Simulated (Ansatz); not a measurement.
Relaxation of C3H8N2O (14 atoms, charge 0, multiplicity 1), to a largest force component of 0.02 eV/Å in at most 40 steps.

The calculation used RHF/STO-3G in Ansatz.

```xyz
14
Properties=species:S:1:pos:R:3:forces:R:3
C -0.487 -1.606 1.265 -2.57 4.77 0.75
N -0.205 -1.552 -0.166 1.45 -1.35 0.25
C 0.572 -0.391 -0.528 4.82 -1.82 1.14
N -0.148 0.816 -0.522 -4.23 -0.82 0.64
C 0.470 1.851 -0.738 0.16 2.78 -0.14
O -0.172 3.045 -0.747 -1.27 1.98 -0.05
H 0.394 -1.617 1.875 0.86 -0.29 0.14
H -1.102 -2.429 1.468 -0.95 -1.93 0.50
H -1.111 -0.663 1.591 1.72 -2.38 -0.60
H -1.063 -1.467 -0.676 -1.68 -0.19 -0.62
H 1.452 -0.300 0.186 -1.26 -0.45 -0.97
H 1.025 -0.553 -1.504 -0.05 -0.22 -0.51
H 1.503 1.980 -0.900 2.09 0.12 -0.41
H -1.141 2.857 -0.577 0.91 -0.19 -0.13
```

Where does it end, and by what steps?

The forces met the threshold. Limits of this set-up: minimal basis. After 21 steps the energy has fallen by 0.804 eV; H13 moved furthest, 0.83 Å.

| step | energy less start (eV) | largest force component (eV/Å) | accepted |
| --- | --- | --- | --- |
| 0 | 0.0000 | 4.820 | yes |
| 1 | -0.7358 | 1.048 | yes |
| 2 | -0.7477 | 0.772 | yes |
| 3 | -0.6925 | 1.220 | no |
| 4 | -0.7778 | 0.150 | yes |
| 5 | -0.7792 | 0.084 | yes |
| 6 | -0.7825 | 0.130 | yes |
| 7 | -0.7844 | 0.248 | yes |
| 8 | -0.7869 | 0.287 | yes |
| 9 | -0.7901 | 0.356 | yes |
| 10 | -0.7654 | 0.597 | no |
| 11 | -0.7914 | 0.343 | yes |
| 12 | -0.7944 | 0.330 | yes |
| 13 | -0.8005 | 0.123 | yes |
| 14 | -0.8011 | 0.161 | yes |
| 15 | -0.8003 | 0.185 | no |
| 16 | -0.8026 | 0.072 | yes |
| 17 | -0.8030 | 0.057 | yes |
| 18 | -0.8031 | 0.115 | yes |
| 19 | -0.8025 | 0.131 | no |
| 20 | -0.8026 | 0.295 | no |
| 21 | -0.8036 | 0.014 | yes |

```xyz
14
Properties=species:S:1:pos:R:3
C -0.478 -1.371 1.272
N -0.135 -1.635 -0.149
C 0.609 -0.509 -0.760
N -0.195 0.752 -0.810
C 0.407 1.810 -0.439
O -0.228 3.039 -0.458
H 0.440 -1.290 1.853
H -1.053 -2.212 1.655
H -1.059 -0.457 1.416
H -1.025 -1.717 -0.669
H 1.548 -0.374 -0.212
H 0.850 -0.792 -1.790
H 1.439 1.891 -0.080
H -1.134 2.835 -0.799
```

Whether the end is a true minimum wasn't checked by a vibrational analysis.

Run time: 23 s on 1 thread of Arm Neoverse V2, on a shared host, peak memory 0.11 GiB.
